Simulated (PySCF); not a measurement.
# CH4Si (SMILES C[SiH]): levels of theory compared

Wanted: a comparison of 6 runs (B2PLYP/STO-3G, M06-2X/STO-3G, BCCD(T)/STO-3G, CCSDT(Q)/STO-3G, CCSDTQ/STO-3G, QCISD(T)/STO-3G) of CH4Si. 

The results are computed with PySCF 2.14.0.

5 further runs of the same task are left out: 5 set aside as unsound or not needed.

## 1. The system as given

CH4Si: 6 atoms, total charge 0, spin state singlet. As SMILES, `C[SiH]`. Geometry: relaxed at PBE0-D4/def2-TZVP.

Bond lengths: C1–Si2 1.892 Å, C1–H3 1.098 Å, C1–H4 1.091 Å, C1–H5 1.098 Å, Si2–H6 1.531 Å. Angles: C1–Si2–H6 94.2°, Si2–C1–H3 109.7°, Si2–C1–H4 113.8°, Si2–C1–H5 109.5°, H3–C1–H4 109.0°, H3–C1–H5 105.5°, H4–C1–H5 109.0°.

## 2. The energy at B2PLYP/STO-3G (run 1)

File mol.xyz:

```xyz
6
CH4Si
C     -0.093500    -0.366000    -0.370300
Si     0.917300     0.209800     1.122300
H     -1.156900    -0.410100    -0.102200
H      0.215000    -1.335600    -0.763000
H     -0.024000     0.382000    -1.170800
H      0.142200     1.520000     1.284000
```

File job.py:

```python
from pyscf import gto, dft, mp

mol = gto.M(
    atom='mol.xyz',
    spin=0,
    verbose=3,
    max_memory=1860,
    basis='sto-3g',
)

ks = dft.RKS(mol)
ks.xc = '0.53*HF + 0.47*B88, 0.73*LYP'
ks.conv_tol = 1e-10
ks.grids.level = 5
ks.kernel()
if not ks.converged:
    ks = ks.newton().run(ks.mo_coeff, ks.mo_occ)

pt = mp.MP2(ks, frozen=6).run()
e_tot = ks.e_tot + 0.27 * pt.e_corr
print('PT2 part  %.8f' % (0.27 * pt.e_corr))
print('Final energy', e_tot)
```

Command:

```bash
$ OMP_NUM_THREADS=1 python job.py
```

The log of the run:

```text
converged SCF energy = -325.840589594567
E(RMP2) = -325.948950849346  E_corr = -0.108361254779662
E(SCS-RMP2) = -325.963502442572  E_corr = -0.122912848004868
PT2 part  -0.02925754
Final energy -325.8698471333572
```

Wall time 2.8 s (1 thread of Arm Neoverse V1, shared host); peak memory 0.19 GiB.

## 3. The energy at M06-2X/STO-3G (run 2)

File calc.py:

```python
from pyscf import gto, dft

mol = gto.Mole()
mol.atom = '''
C     -0.176689    -0.691640    -0.699766
Si     1.733446     0.396465     2.120840
H     -2.186224    -0.774977    -0.193130
H      0.406291    -2.523918    -1.441861
H     -0.045353     0.721875    -2.212491
H      0.268719     2.872384     2.426408
'''
mol.max_memory = 1860
mol.verbose = 3
mol.unit = 'bohr'
mol.charge = 0
mol.basis = 'sto-3g'
mol.build()

mf = dft.RKS(mol)
mf.xc = 'm06-2x'
mf.conv_tol = 1e-10
mf.grids.level = 5
mf.kernel()
if not mf.converged:
    mf = mf.newton().run(mf.mo_coeff, mf.mo_occ)

etot = mf.e_tot
print('E(%s) = %.9f' % ('M06-2X', etot))
```

Command:

```bash
$ OMP_NUM_THREADS=1 python calc.py
```

The log of the run:

```text
converged SCF energy = -326.094421391643
E(M06-2X) = -326.094421392
```

Wall time 3.6 s (1 thread of Arm Neoverse V1, shared host); peak memory 0.2 GiB.

Run 3 isn't shown in full; the table further down has it.

## 4. A single-point energy at CCSDT(Q)/STO-3G (run 4)

File start.xyz:

```xyz
6
CH4Si
C     -0.093500    -0.366000    -0.370300
Si     0.917300     0.209800     1.122300
H     -1.156900    -0.410100    -0.102200
H      0.215000    -1.335600    -0.763000
H     -0.024000     0.382000    -1.170800
H      0.142200     1.520000     1.284000
```

File calc.py:

```python
# C[SiH]
from pyscf import gto, cc

mol = gto.M(
    atom='start.xyz',
    max_memory=1860,
    verbose=3,
    basis='sto-3g',
)

calc0 = mol.RHF()
calc0.conv_tol = 1e-10
calc0.kernel()
if not calc0.converged:
    calc0 = calc0.newton().run(calc0.mo_coeff, calc0.mo_occ)

mycc = cc.CCSDT(calc0, frozen=6)
mycc.kernel()
e_bracket, e_q = mycc.ccsdt_q()
e_tot = mycc.e_tot + e_q
print(f'total energy: {e_tot:.8f} hartree')
```

Command:

```bash
$ OMP_NUM_THREADS=1 python calc.py
```

The log of the run:

```text
converged SCF energy = -325.263608741287
_make_eris_incore_RCCSDT

WARN: A large `blksize` is being used, which may cause large memory consumption
      for storing contraction intermediates. If memory is sufficient, consider using
      `pyscf.cc.rccsdt_highm.RCCSDT` instead.

WARN: A large `blksize_oovv` is being used, which may cause large memory consumption
      for storing contraction intermediates. If memory is sufficient, consider using
      `pyscf.cc.rccsdt_highm.RCCSDT` instead.

WARN: A large `blksize_oooo` is being used, which may cause large memory consumption
      for storing contraction intermediates. If memory is sufficient, consider using
      `pyscf.cc.rccsdt_highm.RCCSDT` instead.

RCCSDT converged
E(RCCSDT) = -325.3823711329894   E_corr = -0.1187623917022988
E_corr(same-spin) = -0.00490102736639252
E_corr(oppo-spin) = -0.113861364335906
_make_eris_incore_RCCSDT
total energy: -325.38248514 hartree
```

Run time: 1.5 s. Hardware: 1 thread of Arm Neoverse V1, shared host; peak memory 0.12 GiB.

Run 5 isn't shown in full; the table further down has it.

## 5. A single-point energy at QCISD(T)/STO-3G (run 6)

File job.py:

```python
from pyscf import gto, cc

molecule = gto.M(
    atom=[
    ('C', (-0.093500, -0.366000, -0.370300)),
    ('Si', (0.917300, 0.209800, 1.122300)),
    ('H', (-1.156900, -0.410100, -0.102200)),
    ('H', (0.215000, -1.335600, -0.763000)),
    ('H', (-0.024000, 0.382000, -1.170800)),
    ('H', (0.142200, 1.520000, 1.284000)),
],
    max_memory=1860,
    verbose=3,
    basis='sto-3g',
    charge=0,
)

mf = molecule.RHF()
mf.conv_tol = 1e-10
mf.kernel()
if not mf.converged:
    mf = mf.newton().run(mf.mo_coeff, mf.mo_occ)

mycc = cc.QCISD(mf, frozen=6)
mycc.kernel()
e_t = mycc.qcisd_t()
etot = mycc.e_tot + e_t
print('E(%s) = %.9f' % ('QCISD(T)', etot))
```

Command:

```bash
$ OMP_NUM_THREADS=1 python job.py
```

The log of the run:

```text
converged SCF energy = -325.263608741287
E(QCISD) = -325.3816376945564  E_corr = -0.1180289532694288
QCISD(T) correction = -0.000567383725821987
E(QCISD(T)) = -325.382205078
```

Wall time 0.89 s (1 thread of Arm Neoverse V1, shared host); peak memory 0.12 GiB.

## 6. All runs side by side

| run | level | frozen core orbitals | integration grid | energy (Eh) | dipole moment (D) of the reference | HOMO energy (eV) | LUMO energy (eV) | wall time |
| --- | --- | --- | --- | --- | --- | --- | --- | --- |
| 1 | B2PLYP/STO-3G | 6 | 5 | -325.869847 | 0.08 | -4.29 | 3.27 | 2.8 s |
| 2 | M06-2X/STO-3G | – | 5 | -326.094421 | 0.09 | -4.39 | 2.65 | 3.6 s |
| 3 | BCCD(T)/STO-3G | 6 | – | -325.382192 | – | – | – | 0.93 s |
| 4 | CCSDT(Q)/STO-3G | 6 | – | -325.382485 | 0.15 | -6.03 | 6.15 | 1.5 s |
| 5 | CCSDTQ/STO-3G | 6 | – | -325.382515 | 0.15 | -6.03 | 6.15 | 22 s |
| 6 | QCISD(T)/STO-3G | 6 | – | -325.382205 | 0.15 | -6.03 | 6.15 | 0.89 s |

## 7. Results

```
                                          quantity          value
                               run 6: total energy  -325.38221 Eh
       run 6: dipole moment (Hartree–Fock density)         0.15 D
        run 6: HOMO energy (Hartree–Fock orbitals)       -6.03 eV
        run 6: LUMO energy (Hartree–Fock orbitals)        6.15 eV
      run 6: HOMO–LUMO gap (Hartree–Fock orbitals)       12.19 eV
run 6: correlation energy (6 core orbitals frozen)     -118.6 mEh
                             run 6: (T) correction      -0.57 mEh
                              run 6: T1 diagnostic          0.007
```

In words: Totals of different functionals can't be ranked against each other. In runs 1, 2, 3, 4, 5, 6 the basis is minimal, so the values are rough. All runs together took 32 s, the longest 22 s.
